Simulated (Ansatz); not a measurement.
Start from `C=C(S)S` and change one atom or group to get `C=C(S)Cl`.

Ansatz, PBE0-D4/def2-TZVP geometries, multiplicity 1. Each molecule was computed in one conformer, which needn't be the lowest.

```
                                        property  `C=C(S)S`
size of the dipole moment (B3LYP/def2-TZVPP) / D       1.17
             LUMO energy (B3LYP/def2-TZVPP) / eV      -0.69
            HOMO–LUMO gap (PBE0/def2-TZVPP) / eV       6.12
  size of the dipole moment (PBE/def2-TZVPP) / D       1.14
             HOMO–LUMO gap (PBE/def2-TZVPP) / eV       4.10
               HOMO energy (PBE/def2-TZVPP) / eV      -5.51
```

**Question.** What does the change do to each property? (Best estimate.)

**Answer.** Computed: 
| property | `C=C(S)Cl` | shift |
| --- | --- | --- |
| size of the dipole moment (B3LYP/def2-TZVPP) / D | 0.66 | -0.51 |
| LUMO energy (B3LYP/def2-TZVPP) / eV | -0.81 | -0.12 |
| HOMO–LUMO gap (PBE0/def2-TZVPP) / eV | 6.42 | 0.30 |
| size of the dipole moment (PBE/def2-TZVPP) / D | 0.60 | -0.54 |
| HOMO–LUMO gap (PBE/def2-TZVPP) / eV | 4.33 | 0.23 |
| HOMO energy (PBE/def2-TZVPP) / eV | -5.88 | -0.37 |

With PBE0 the HOMO falls by 0.42 eV and the LUMO falls by 0.11 eV, so the gap widens by about 0.31 eV. PBE moves the HOMO by -0.37 eV and ωB97M-V by -0.44 eV. The zero-point energy changes by -22.7 kJ/mol with -3 modes. Dipoles are sizes alone; their direction can turn.

B3LYP here is the variant with VWN-RPA as its local correlation; programs differ in this.
